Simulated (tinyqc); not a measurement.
Harmonic frequencies on the UHF/sto-3g surface (energies and gradients from PySCF), for LiH+, spin multiplicity 2, step by step. One step of it, computed by the program tinyqc.

Question. Normal modes. Diagonalise H_ij / sqrt(m_i m_j); the 5 smallest eigenvalues belong to translations and rotations; wavenumber = sqrt(eigenvalue / 1822.888) x 219474.63; each mode has its largest component positive (the first on a tie); zero-point energy = sum of wavenumbers / 2, with 349.755 1/cm per kcal/mol.

Hessian (symmetrised) (hartree/bohr^2), order 1Lix, 1Liy, 1Liz, 2Hx, 2Hy, 2Hz:
```
[[-0.00000374, 0.00000000, 0.00000000, 0.00000374, 0.00000000, 0.00000000],
 [0.00000000, -0.00000374, 0.00000000, 0.00000000, 0.00000374, 0.00000000],
 [0.00000000, 0.00000000, 0.02184134, 0.00000000, 0.00000000, -0.02184134],
 [0.00000374, 0.00000000, 0.00000000, -0.00000374, 0.00000000, 0.00000000],
 [0.00000000, 0.00000374, 0.00000000, 0.00000000, -0.00000374, 0.00000000],
 [0.00000000, 0.00000000, -0.02184134, 0.00000000, 0.00000000, 0.02184134]]
```

masses (u): [7.016004, 1.007825]

Give: eigenvalues of the mass-weighted Hessian; harmonic wavenumbers of the vibrations; mass-weighted modes; zero-point energy.

Answer.

eigenvalues of the mass-weighted Hessian (hartree/(bohr^2 u)): [0.000, 0.000, 0.000, 0.000, 0.000, 0.025]

harmonic wavenumbers of the vibrations (1/cm): [809.3]

mass-weighted modes, order 1Lix, 1Liy, 1Liz, 2Hx, 2Hy, 2Hz:
```
[[0.000],
 [0.000],
 [-0.354],
 [0.000],
 [0.000],
 [0.935]]
```

zero-point energy = 1.157 kcal/mol
